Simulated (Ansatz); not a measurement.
Results of G0W0@PBEsol (Ansatz, a quantum-chemistry and plane-wave program, plane waves, hard PAW, contour deformation) for antifluorite Mg₂Si.

The same calculation (at the measured cell, 21.337 Å³/atom) with different numerical settings; throughout: k mesh 4×4×4:

```json
[
 {"run": "1", "response cutoff (eV)": "150", "empty bands": "491", "quasiparticle gap on the mesh (eV)": "0.545", "quasiparticle gap at Γ (eV)": "2.330", "rough time": "5 core-min"},
 {"run": "2", "response cutoff (eV)": "200", "empty bands": "755", "quasiparticle gap on the mesh (eV)": "0.564", "quasiparticle gap at Γ (eV)": "2.336", "rough time": "8 core-min"},
 {"run": "3", "response cutoff (eV)": "250", "empty bands": "1056", "quasiparticle gap on the mesh (eV)": "0.573", "quasiparticle gap at Γ (eV)": "2.339", "rough time": "20 core-min"},
 {"run": "4", "response cutoff (eV)": "300", "empty bands": "1388", "quasiparticle gap on the mesh (eV)": "0.579", "quasiparticle gap at Γ (eV)": "2.342", "rough time": "50 core-min"}
]
```

In the column quasiparticle gap on the mesh (eV) the first row differs from the last by -0.034 and the next to last by -0.006.

The last row is no converged limit: other settings stay fixed.
